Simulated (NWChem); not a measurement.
# BHF2 (SMILES FBF) at MP3/MINI

What is the energy change on altering one bond length of BHF2 at MP3/MINI? 

Program for the calculation: NWChem 7.3.0.

1 further run of the same task is left out (set aside as unsound or not needed).

### Step 1. Starting point

BHF2 has 4 atoms, charge 0, and is taken as a singlet. SMILES: `FBF`. Geometry: relaxed at PBE0-D4/def2-TZVP.

Bond lengths: F1–B2 1.313 Å, B2–F3 1.313 Å, B2–H4 1.191 Å. Angles: F1–B2–F3 118.1°, F1–B2–H4 121.0°, F3–B2–H4 121.0°.

### Step 2. The energy at MP3/MINI

The input, bf2h.nw:

```
start bf2h
memory 2200 mb

geometry units angstroms noautosym nocenter noautoz
  F        1.154300       0.456900      -0.361900
  B       -0.001900      -0.031000       0.025200
  F       -1.095400       0.528700      -0.438900
  H       -0.057000      -0.954600       0.775600
end

basis spherical bse
  * library MINI
end

scf
  maxiter 60
  print medium
end

tce
  scf
  mbpt3
  maxiter 100
end

task tce energy
```

Started as:

```
$ nwchem bf2h.nw > bf2h.out
```

Log:

```text
[...]
  functions       =    16
[...]
  wavefunction    = RHF
[...]
         Total SCF energy =   -222.737185577385
      One-electron energy =   -432.727133381484
      Two-electron energy =    148.101388561807
 Nuclear repulsion energy =     61.888559242293
        Time for solution =      0.1s
[...]
         Wavefunction type : Restricted Hartree-Fock
          No. of electrons :    24
[...]
         Spin multiplicity : singlet
[...]
```

It took 0.73 s on 1 thread of AMD EPYC 7B13 (Zen 3), shared host; peak memory 0.1 GiB.

### Step 3. The distorted shape

The input, job.xyz:

```xyz
4
BF2H mp3
F      1.269920     0.505690    -0.400610
B     -0.001900    -0.031000     0.025200
F     -1.095400     0.528700    -0.438900
H     -0.057000    -0.954600     0.775600
```

The input, run.py:

```python
from ase.io import read
from ase.calculators.nwchem import NWChem

system = read('job.xyz')

calc = NWChem(
    label='job',
    theory='tce',
    memory='2200 mb',
    basis='MINI',
    basispar='spherical bse',
    scf={'nopen': '0', 'rhf': None, 'maxiter': '60'},
    tce={'scf': None, 'mbpt3': None, 'maxiter': '100'},
    task='energy',
)
system.calc = calc

print(f"energy = {system.get_potential_energy():.6f} eV")
```

Started as:

```
$ export ASE_NWCHEM_COMMAND="nwchem PREFIX.nwi > PREFIX.nwo"
$ python run.py
```

Log:

```text
energy = -6063.119031 eV
```

The calculator wrote job.nwi:

```
title "job"

permanent_dir job

scratch_dir job

start job

geometry units angstrom nocenter noautosym noautoz
  F  1.2699199999999999e+00 5.0568999999999997e-01 -4.0061000000000002e-01
  B  -1.9000000000000000e-03 -3.1000000000000000e-02 2.5200000000000000e-02
  F  -1.0953999999999999e+00 5.2869999999999995e-01 -4.3890000000000001e-01
  H  -5.7000000000000002e-02 -9.5460000000000000e-01 7.7559999999999996e-01
end

memory 2200 mb

basis spherical bse noprint
   * library MINI
end

scf
  nopen 0
  rhf
  maxiter 60
end
tce
  scf
  mbpt3
  maxiter 100
end

task tce energy
```

job.nwo, shortened:

```text
[...]
         Total SCF energy =   -222.741302950582
      One-electron energy =   -427.775661523220
      Two-electron energy =    145.819056008755
 Nuclear repulsion energy =     59.215302563883
[... 3 lines left out ...]
             Final eigenvalues
[... 20 lines left out ...]
                       ROHF Final Molecular Orbital Analysis
[...]
```

Wall time 1.3 s (1 thread of AMD EPYC 7B13 (Zen 3), shared host); peak memory 0.1 GiB.

### Step 4. What came out

At MP3/MINI:

```
                                                         quantity          value
                                        first shape: total energy  -222.80885 Eh
                 first shape: HOMO energy (Hartree–Fock orbitals)      -15.25 eV
                 first shape: LUMO energy (Hartree–Fock orbitals)        2.88 eV
               first shape: HOMO–LUMO gap (Hartree–Fock orbitals)       18.14 eV
                                  first shape: correlation energy      -71.7 mEh
                                    distorted shape: total energy  -222.81552 Eh
             distorted shape: HOMO energy (Hartree–Fock orbitals)      -15.25 eV
             distorted shape: LUMO energy (Hartree–Fock orbitals)        2.33 eV
           distorted shape: HOMO–LUMO gap (Hartree–Fock orbitals)       17.59 eV
                              distorted shape: correlation energy      -74.2 mEh
energy change with the F1–B2 bond stretched from 1.313 to 1.445 Å      -0.181 eV
```

What this shows: With the F1–B2 bond stretched from 1.313 to 1.445 Å the energy falls by 0.18 eV (17.5 kJ/mol). The first shape isn't relaxed at this level, so the change isn't measured from a minimum. The minimal basis adds a large error of its own.
